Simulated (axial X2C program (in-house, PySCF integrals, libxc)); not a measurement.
# BH: computed against measured constants

All values were computed with an in-house relativistic program for diatomic molecules. Spin-free means the one-electron spin-free X2C Hamiltonian; two-component (2c) means X2C with spin–orbit coupling and atomic mean-field two-electron Coulomb and Gaunt terms, so the difference of the two also holds small scalar two-electron terms. Basis: B dyall-v4z [8s7p3d2f1g], H dyall-v4z [7s3p2d1f] (cores contracted in-house); Gaussian nuclei, density fitting, unrestricted open shells. Masses: B 11.009 u, H 1.008 u.

```tsv
Hamiltonian	level	Re (Å)	ωe (cm⁻¹)	ωexe (cm⁻¹)	De (eV)
spin-free	PBE0	1.240	2328.0	44.4	3.49
spin-free	HF	1.220	2488.2	43.2	2.68
spin-free	MP2	1.225	2434.3	44.7	3.52
spin-free	CCSD	1.233	2369.1	46.7	3.64
spin-free	CCSD(T)	1.234	2359.5	47.4	3.66
spin-free	TPSSh	1.233	2364.8	48	3.65
spin-free	PBE	1.251	2242.9	45.9	3.52
spin-free	r2SCAN	1.241	2302.1	46.2	3.45
2c	PBE0	1.240	2327.8	44.4	3.49
2c	HF	1.220	2488.1	43.2	2.68
2c	MP2	1.225	2434.2	44.7	3.52
2c	CCSD	1.233	2368.9	46.7	3.64
2c	CCSD(T)	1.234	2359.4	47.4	3.66
2c	TPSSh	1.233	2364.7	48	3.65
2c	PBE	1.251	2242.7	45.9	3.52
2c	r2SCAN	1.241	2301.9	46.2	3.45
```

De refers to B + H.

Correlated methods: 4 electrons correlated (number of frozen shells: B 1 s; H none), 190 virtual spin orbitals or spinors in MP2, 74 natural virtuals in coupled cluster.

Measured (Huber and Herzberg, Constants of Diatomic Molecules, 1979; state 1Σ+): Re (Å) 1.2324, ωe (cm⁻¹) 2366.9, ωexe (cm⁻¹) 49.395.

Work out the error of each level, computed minus measured.



```tsv
Hamiltonian	level	Re (Å)	ωe (cm⁻¹)	ωexe (cm⁻¹)
spin-free	PBE0	0.008	-38.9	-5.00
spin-free	HF	-0.012	121.3	-6.20
spin-free	MP2	-0.007	67.4	-4.70
spin-free	CCSD	0.001	2.2	-2.70
spin-free	CCSD(T)	0.002	-7.4	-2.00
spin-free	TPSSh	0.001	-2.1	-1.40
spin-free	PBE	0.019	-124.0	-3.50
spin-free	r2SCAN	0.009	-64.8	-3.20
2c	PBE0	0.008	-39.1	-5.00
2c	HF	-0.012	121.2	-6.20
2c	MP2	-0.007	67.3	-4.70
2c	CCSD	0.001	2.0	-2.70
2c	CCSD(T)	0.002	-7.5	-2.00
2c	TPSSh	0.001	-2.2	-1.40
2c	PBE	0.019	-124.2	-3.50
2c	r2SCAN	0.009	-65.0	-3.20
```

One determinant describes the state; a PBE0 search over occupations chose it and may have missed a lower one. The closed shell is kept restricted, so the energy runs too high when the bond is stretched far. De is counted from the lowest determinant-based energies of the atoms at the same level, without counterpoise correction. CCSD and (T) use frozen natural virtuals with an MP2 correction for the truncation; (T) itself is uncorrected, so its De runs slightly low. A 2c atom that is not at its ground J level misses part of its spin–orbit lowering, and De is too large by that part (0.04 eV or less for light atoms). This holds for PBE0, TPSSh, PBE, r2SCAN. Without a current term, density functionals place determinants with orbital angular momentum somewhat too high.
